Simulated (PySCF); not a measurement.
Gas-phase reaction: 2 SiHF₂ + Si₂H₅ = 4 SiHF + 3 H

Method: PySCF energies (xtb for GFN2) plus ideal-gas RRHO corrections (1 bar). † marks an energy on the PBE0/def2-TZVP geometry and frequencies; other levels use their own. 6-31G* has spherical d functions here. Open shells (unrestricted): SiHF₂ (multiplicity 2), Si₂H₅ (multiplicity 2), H (multiplicity 2); the rest are closed-shell singlets. GFN2 has no spin-polarisation term. B3LYP is the form with VWN-RPA correlation. SiHF₂, Si₂H₅, SiHF: computed as isolated molecules; such fragments, hydroxides, amides, oligomers or adducts are transient or little studied in the gas. The harmonic model lacks anharmonicity and excited electronic states, which grow with temperature; levels with a mode under 35 cm⁻¹ are left out. Internal rotation in Si₂H₅ is treated as a harmonic vibration of one conformer, which makes the entropy rough.

```
level               ΔE electronic, kJ  ΔH°(298 K), kJ  ΔS°(298 K), J/K  ΔG°(1400 K), kJ
------------------  -----------------  --------------  ---------------  ---------------
B3LYP/def2-TZVP†                 1039             975              464              310
GFN2-xTB                         1035             976              454              332
HF/6-31G*                         968             899              469              224
HF/def2-TZVP†                     999             935              464              270
M06-2X/def2-TZVP†                1054             991              464              326
PBE/def2-SVP                     1040             979              462              320
PBE/def2-TZVP†                   1049             986              464              321
PBE0/def2-QZVP†                  1089            1025              464              360
ωB97X-V/def2-TZVP†               1069            1006              464              341
```
ΔH° is lowest at HF/6-31G* and highest at PBE0/def2-QZVP†. No reference value is set beside these.
